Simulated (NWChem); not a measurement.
Electron attachment to Li (+1)

SMILES: [Li+]
```xyz
1

Li     0.0000     0.0000     0.0000
```
Charge +1, spin multiplicity 1.

Everything below was run with NWChem.

Basis set: def2-TZVPD. −ε marks an orbital energy of the parent.

B3LYP has NWChem's definition, with VWN1-RPA local correlation.

Q: One of these methods gave a vertical electron affinity of 6.76 eV. Which?
A) −ε(LUMO) of B3LYP
B) −ε(LUMO) of LC-wPBE (omega 0.3 per bohr)
C) −ε(LUMO) of PBE
D) −ε(LUMO) of PBE0

A: C, −ε(LUMO) of PBE. The others give 7.00 (−ε(LUMO) of B3LYP), 5.57 (−ε(LUMO) of LC-wPBE (omega 0.3 per bohr)), 6.33 (−ε(LUMO) of PBE0).
